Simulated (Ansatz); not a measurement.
Basis sets compared for the cluster Si2H4 (the lowest singlet isomer of a short search). Total charge 0; singlet. Geometry PBE-D4/def2-TZVP. Ansatz on 4 threads of Arm Neoverse V1 on a shared host; times are rough, and most runs start from earlier orbitals.

Cartesian coordinates in Å:
```
Si 0.172 0.466 -0.967
Si -0.172 -0.466 0.966
H 0.999 -0.725 1.856
H -0.999 0.726 -1.856
H -1.211 -1.534 1.072
H 1.211 1.533 -1.072
```

B3LYP takes the VWN-RPA correlation. The restricted singlet is unstable towards broken spin symmetry in Hartree–Fock (as tested in another run); at PBE-D4/def2-SVP, PBE-D4/def2-TZVPD, r2SCAN-D4/def2-TZVP, r2SCAN-D4/def2-TZVPD and others this wasn't settled. The structure comes from a short search, and lower isomers may exist.

Binding counts from free atoms (Si triplet, H doublet) in the same basis, without a counterpoise term.

| level | functions | energy (Eh) | HOMO (eV) | LUMO (eV) | binding per atom (eV) | wall time |
| --- | --- | --- | --- | --- | --- | --- |
| PBE-D4/def2-SVP | 56 | -580.8295 | -5.34 | -2.88 | 2.66 | 0.3 s |
| PBE-D4/def2-TZVP (with forces) | 98 | -581.0329 | -5.38 | -2.96 | 2.67 | 0.55 s |
| r2SCAN-D4/def2-TZVP | 98 | -581.2762 | -5.54 | -2.87 | 2.69 | 0.95 s |
| B3LYP-D4/6-31G | 34 | -581.2874 | -5.98 | -2.32 | 2.49 | 0.25 s |
| B3LYP-D4/def2-TZVP | 98 | -581.3869 | -5.97 | -2.38 | 2.69 | 0.5 s |
| PBE0-D4/def2-SVP | 56 | -580.8857 | -6.16 | -2.20 | 2.63 | 0.3 s |
| PBE0-D4/def2-TZVP | 98 | -581.0868 | -6.16 | -2.25 | 2.65 | 0.65 s |

**Question.** Estimate the rows for PBE-D4/def2-TZVPD, r2SCAN-D4/def2-TZVPD, PBE0-D4/def2-TZVPD.

**Answer.** 
```json
{"level": "PBE-D4/def2-TZVPD", "functions": "122", "energy (Eh)": "-581.0333", "HOMO (eV)": "-5.38", "LUMO (eV)": "-2.98", "binding per atom (eV)": "2.67", "wall time": "0.6 s"}
{"level": "r2SCAN-D4/def2-TZVPD", "functions": "122", "energy (Eh)": "-581.2765", "HOMO (eV)": "-5.53", "LUMO (eV)": "-2.87", "binding per atom (eV)": "2.70", "wall time": "1.4 s"}
{"level": "PBE0-D4/def2-TZVPD", "functions": "122", "energy (Eh)": "-581.0871", "HOMO (eV)": "-6.16", "LUMO (eV)": "-2.27", "binding per atom (eV)": "2.65", "wall time": "0.65 s"}
```
